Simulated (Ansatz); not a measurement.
What a trial cell of Ba₂Sr relaxes into

These are results of DFT PBE, scalar-relativistic, plane waves, PAW (Ansatz 0.2.0), not measurements. Cutoff 420 eV, Γ-centred k mesh, Gaussian smearing, no spin polarisation in the final step.

The start puts Ba₂Sr on the ThSi2 structure type (I4_1/amd, No. 141), with Sr in place of Th, Ba in place of Si, at a guessed volume.

```
Ba Sr
1.0
    -2.50418    2.50418    8.70698
     2.50418   -2.50418    8.70698
     2.50418    2.50418   -8.70698
Ba Sr
4 2
Direct
  0.41650 0.41650 0.00000
  0.16650 0.66650 0.50000
  0.33350 0.83350 0.50000
  0.58350 0.58350 0.00000
  0.00000 0.00000 0.00000
  0.75000 0.25000 0.50000
```

Cell and atoms relax at zero pressure; the relaxation can't lower the symmetry of the start. After a coarse first stage the cell is made exact in the group found at 0.06 Å.

Formation energies are uncorrected and refer to the elements' standard structures at the same level.

Q: Describe the relaxed structure.

A: It keeps I4_1/amd (No. 141), but not the shape of the type it started on. Conventional cell: a = 4.233 Å, c = 41.304 Å. Around Ba lie 6 Ba at 4.23–4.31 Å and 4 Sr at 4.44 Å; around Sr lie 4 Sr at 4.23 Å and 8 Ba at 4.44 Å.

```xyz
6
Lattice="-2.1166 2.1166 20.6522 2.1166 -2.1166 20.6522 2.1166 2.1166 -20.6522" Properties=species:S:1:pos:R:3 pbc="T T T"
Ba    0.0000    0.0000   17.3666
Ba    2.1166    0.0000    7.0405
Ba    2.1166    0.0000   13.6117
Ba    0.0000    0.0000   23.9378
Sr    0.0000    0.0000    0.0000
Sr    0.0000    2.1166   10.3261
```

Q: What are its volume, energy, density and gap?

A: The volume per atom is 61.68 Å³, the density is 3.25 g/cm³ and the energy over the elements is 0.08 eV/atom. The gap on the 12×12×12 mesh is 0 eV (a metal).

The final run used a 12×12×12 mesh on its 6-atom cell and 0.10 eV smearing. The k mesh leaves about 4 meV/atom of noise in metals. Symmetry constrained the relaxation, so the result can be a saddle point.

Cost: 4 runs of about 36 core-minutes in all, on Intel Xeon Platinum 8259CL (Skylake/Cascade Lake) (shared hosts).